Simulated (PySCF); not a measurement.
# How the method moves the HOMO and LUMO of `F/C=C\F`

Compound: C2H2F2.
Cartesian coordinates in Å at the PBE0-D3(BJ)/def2-SVP level; atoms count from 1:
```xyz
6
C2H2F2 angstrom
F     -1.6093   -0.6607    0.0008
C     -0.6273    0.2282   -0.0004
C      0.6583   -0.1105    0.0000
F      1.0753   -1.3680    0.0019
H     -0.9498    1.2719   -0.0014
H      1.4527    0.6392   -0.0009
```

Basis pcSseg-2 throughout (PySCF), one geometry. Geometry: PBE0-D3(BJ)/def2-SVP; no solvent, vibrations or thermal averaging.

Question: How do the orbital energies, the gap and the dipole change with the method?

Answer: 
```json
{"method": "BLYP", "kind": "GGA", "HOMO (eV)": "-6.15", "LUMO (eV)": "-0.64", "gap (eV)": "5.52", "μ (D)": "2.12", "SCF cycles": "14"}
{"method": "OPBE", "kind": "GGA", "HOMO (eV)": "-6.19", "LUMO (eV)": "-0.55", "gap (eV)": "5.65", "μ (D)": "2.00", "SCF cycles": "14"}
{"method": "B97-D", "kind": "GGA", "HOMO (eV)": "-6.23", "LUMO (eV)": "-0.62", "gap (eV)": "5.61", "μ (D)": "2.10", "SCF cycles": "14"}
{"method": "PBE", "kind": "GGA", "HOMO (eV)": "-6.25", "LUMO (eV)": "-0.71", "gap (eV)": "5.55", "μ (D)": "2.07", "SCF cycles": "13"}
{"method": "KT2", "kind": "GGA", "HOMO (eV)": "-6.28", "LUMO (eV)": "-0.65", "gap (eV)": "5.63", "μ (D)": "2.10", "SCF cycles": "14"}
{"method": "KT3", "kind": "GGA", "HOMO (eV)": "-6.31", "LUMO (eV)": "-0.66", "gap (eV)": "5.65", "μ (D)": "2.08", "SCF cycles": "14"}
{"method": "BP86", "kind": "GGA", "HOMO (eV)": "-6.34", "LUMO (eV)": "-0.78", "gap (eV)": "5.56", "μ (D)": "2.08", "SCF cycles": "12"}
{"method": "LDA", "kind": "LDA", "HOMO (eV)": "-6.46", "LUMO (eV)": "-0.97", "gap (eV)": "5.49", "μ (D)": "2.16", "SCF cycles": "13"}
{"method": "B97-2", "kind": "global hybrid", "HOMO (eV)": "-7.32", "LUMO (eV)": "0.26", "gap (eV)": "7.58", "μ (D)": "2.25", "SCF cycles": "12"}
{"method": "B3LYP", "kind": "global hybrid", "HOMO (eV)": "-7.38", "LUMO (eV)": "0.01", "gap (eV)": "7.40", "μ (D)": "2.29", "SCF cycles": "12"}
{"method": "PBE0", "kind": "global hybrid", "HOMO (eV)": "-7.59", "LUMO (eV)": "0.32", "gap (eV)": "7.90", "μ (D)": "2.27", "SCF cycles": "12"}
{"method": "mPW1PW91", "kind": "global hybrid", "HOMO (eV)": "-7.61", "LUMO (eV)": "0.29", "gap (eV)": "7.91", "μ (D)": "2.28", "SCF cycles": "12"}
{"method": "BHandHLYP", "kind": "global hybrid", "HOMO (eV)": "-8.81", "LUMO (eV)": "1.18", "gap (eV)": "9.99", "μ (D)": "2.49", "SCF cycles": "11"}
{"method": "CAM-B3LYP", "kind": "range-separated hybrid", "HOMO (eV)": "-9.01", "LUMO (eV)": "1.34", "gap (eV)": "10.35", "μ (D)": "2.39", "SCF cycles": "12"}
{"method": "wB97X-D", "kind": "range-separated hybrid", "HOMO (eV)": "-9.46", "LUMO (eV)": "2.18", "gap (eV)": "11.64", "μ (D)": "2.31", "SCF cycles": "12"}
{"method": "LC-wPBE", "kind": "range-separated hybrid", "HOMO (eV)": "-10.35", "LUMO (eV)": "2.46", "gap (eV)": "12.81", "μ (D)": "2.37", "SCF cycles": "12"}
{"method": "HF", "kind": "Hartree–Fock", "HOMO (eV)": "-10.54", "LUMO (eV)": "2.70", "gap (eV)": "13.23", "μ (D)": "2.66", "SCF cycles": "9"}
```

The HOMO spans 4.39 eV, from BLYP down to HF, and the gap runs from 5.49 eV (LDA) to 13.23 eV (HF). Over the methods BLYP (0 %), OPBE (0 %), B97-D (0 %), PBE (0 %), KT2 (0 %), KT3 (0 %), BP86 (0 %), LDA (0 %), B97-2 (21 %), B3LYP (20 %), PBE0 (25 %), mPW1PW91 (25 %), BHandHLYP (50 %), HF (100 %), a straight line through the gap against the share of exact exchange rises by 0.79 eV for each 10 % (correlation coefficient 0.996). The dipole ranges from 2.00 D (OPBE) to 2.66 D (HF). This basis has no diffuse functions.

Reference dipole: 2.42 D (measured, gas; NIST CCCBDB Release 22 (SRD 101), experimental dipoles); nearest here: CAM-B3LYP (2.39 D).
